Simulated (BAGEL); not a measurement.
**MgHSCl (SMILES [SH][Mg][Cl]): HF/3-21G (density fitting with qzvpp-jkfit)**

What is the vertical singlet–triplet gap of MgHSCl at HF/3-21G (density fitting with qzvpp-jkfit)? 

Program for the calculation: BAGEL 1.2.2.

26 further runs of the same task are left out: 26 set aside as unsound or not needed.

**1. The structure to begin with**

MgHSCl: 4 atoms, total charge 0, spin state singlet. As SMILES, `[SH][Mg][Cl]`. Geometry: relaxed at PBE0-D4/def2-TZVP.

Bond lengths: S1–Mg2 2.277 Å, Mg2–Cl3 2.177 Å, S1–H4 1.345 Å. Angles: S1–Mg2–Cl3 179.3°, Mg2–S1–H4 92.5°.

**2. The energy at HF/3-21G (density fitting with qzvpp-jkfit)**

calc.json

```json
{ "bagel" : [

{
  "title" : "molecule",
  "basis" : "3-21g",
  "df_basis" : "qzvpp-jkfit",
  "angstrom" : true,
  "geometry" : [
    { "atom" : "S", "xyz" : [      -0.319800,       1.572300,      -0.514300 ] },
    { "atom" : "Mg", "xyz" : [      -0.241400,      -0.656200,      -0.055400 ] },
    { "atom" : "Cl", "xyz" : [      -0.189400,      -2.791200,       0.368500 ] },
    { "atom" : "H", "xyz" : [       0.806300,       1.814800,       0.180700 ] }
  ]
},

{
  "title" : "hf"
},

{
  "title" : "print",
  "file" : "orbitals.molden",
  "orbitals" : true
}

]}
```

The run is started by

```bash
$ BAGEL_NUM_THREADS=1 BAGEL calc.json > calc.out
```

Output:

```text
* using 1 threads per process

  ===============================================================
  ===============================================================

  *** Geometry ***

  { "atom" : "S", "xyz" : [     -0.604334,      2.971216,     -0.971886 ] },
  { "atom" : "Mg", "xyz" : [     -0.456180,     -1.240038,     -0.104691 ] },
  { "atom" : "Cl", "xyz" : [     -0.357914,     -5.274604,      0.696364 ] },
  { "atom" : "H", "xyz" : [      1.523686,      3.429475,      0.341474 ] },

  Number of auxiliary basis functions:      386

  Since a DF basis is specified, we compute 2- and 3-index integrals:
    o Being stored without compression. Storage requirement is 0.005 GB

  Number of basis functions:       41
  Number of electrons      :       46

    * METHOD: MOLECULE                             0.07

  *** RHF ***

  === Nuclear Repulsion ===
   137.0848318548

      * DIIS with orbital gradients will be used.

  === RHF iteration (3-21g) ===
      0      -1051.98570784          0.01274441           0.02
      1      -1052.03934176          0.00391094           0.01
      2      -1052.04477533          0.00076837           0.01
      3      -1052.04510410          0.00019329           0.01
      4      -1052.04513422          0.00004412           0.01
      5      -1052.04513574          0.00001119           0.01
      6      -1052.04513580          0.00000313           0.01
      7      -1052.04513581          0.00000086           0.01
      8      -1052.04513581          0.00000017           0.01
      9      -1052.04513581          0.00000006           0.01
     10      -1052.04513581          0.00000001           0.01
     11      -1052.04513581          0.00000000           0.01
    * SCF iteration converged.

    * Permanent dipole moment:
           (   -0.389265,    -0.337186,    -0.194608) a.u.

    * METHOD: HF                                   0.23

    * METHOD: PRINT                                0.00

  ===============================================================
```

Wall time 0.66 s (1 thread of Intel Xeon 6975P-C (Granite Rapids), shared host); peak memory 0.08 GiB.

**3. The triplet, same level**

input.json

```json
{ "bagel": [

{
  "title": "molecule",
  "basis": "3-21g",
  "df_basis": "qzvpp-jkfit",
  "angstrom": "true",
  "geometry": [
    { "atom": "S", "xyz": [   -0.319800,    1.572300,   -0.514300 ] },
    { "atom": "Mg", "xyz": [   -0.241400,   -0.656200,   -0.055400 ] },
    { "atom": "Cl", "xyz": [   -0.189400,   -2.791200,    0.368500 ] },
    { "atom": "H", "xyz": [    0.806300,    1.814800,    0.180700 ] }
  ]
},
{
  "title": "uhf",
  "nopen": 2
},
{
  "title": "print",
  "file": "orbitals.molden",
  "orbitals": "true"
}

]}
```

The run is started by

```bash
$ BAGEL_NUM_THREADS=1 BAGEL input.json > input.out
```

Output:

```text
* using 1 threads per process

  ===============================================================
  ===============================================================

  *** Geometry ***

  { "atom" : "S", "xyz" : [     -0.604334,      2.971216,     -0.971886 ] },
  { "atom" : "Mg", "xyz" : [     -0.456180,     -1.240038,     -0.104691 ] },
  { "atom" : "Cl", "xyz" : [     -0.357914,     -5.274604,      0.696364 ] },
  { "atom" : "H", "xyz" : [      1.523686,      3.429475,      0.341474 ] },

  Number of auxiliary basis functions:      386

  Since a DF basis is specified, we compute 2- and 3-index integrals:
    o Being stored without compression. Storage requirement is 0.005 GB

  Number of basis functions:       41
  Number of electrons      :       46

    * METHOD: MOLECULE                             0.07

  *** Open-shell HF ***

  === Nuclear Repulsion ===
   137.0848318548

      * DIIS with orbital gradients will be used.

  === UHF iteration (3-21g) ===
      0      -1051.82347151          0.02414813           0.03
      1      -1051.88858556          0.00820278           0.03
      2      -1051.89574285          0.00291360           0.03
      3      -1051.89692148          0.00060775           0.03
      4      -1051.89719939          0.00022012           0.03
      5      -1051.89727350          0.00014176           0.03
      6      -1051.89730829          0.00007782           0.04
      7      -1051.89732056          0.00003446           0.03
      8      -1051.89732286          0.00001036           0.03
      9      -1051.89732312          0.00000527           0.03
     10      -1051.89732319          0.00000237           0.03
     11      -1051.89732321          0.00000092           0.03
     12      -1051.89732321          0.00000034           0.03
     13      -1051.89732321          0.00000019           0.03
     14      -1051.89732321          0.00000012           0.04
     15      -1051.89732321          0.00000007           0.05
     16      -1051.89732321          0.00000005           0.05
     17      -1051.89732321          0.00000004           0.05
     18      -1051.89732321          0.00000003           0.05
     19      -1051.89732321          0.00000002           0.04
     20      -1051.89732321          0.00000001           0.05
     21      -1051.89732321          0.00000001           0.04
    * SCF iteration converged.

    * S^2 (UHF) is 2.0064

    * Permanent dipole moment:
           (    0.023560,    -2.752401,     0.519213) a.u.

    * METHOD: UHF                                  0.82

    * METHOD: PRINT                                0.00

  ===============================================================
```

Run time: 1.3 s. Hardware: 1 thread of Intel Xeon 6975P-C (Granite Rapids), shared host; peak memory 0.08 GiB.

**4. Results**

Level: HF/3-21G (density fitting with qzvpp-jkfit).

| quantity | value |
| --- | --- |
| singlet: total energy | -1052.04514 Eh |
| singlet: dipole moment | 1.40 D |
| singlet: HOMO energy | -10.39 eV |
| singlet: LUMO energy | 0.46 eV |
| singlet: HOMO–LUMO gap | 10.85 eV |
| triplet: total energy | -1051.89732 Eh |
| triplet: dipole moment | 7.12 D |
| triplet: ⟨S²⟩ | 2.006 |
| vertical energy of the triplet above the singlet | 4.022 eV |

At this shape the triplet lies 4.02 eV (93 kcal/mol) above the singlet.
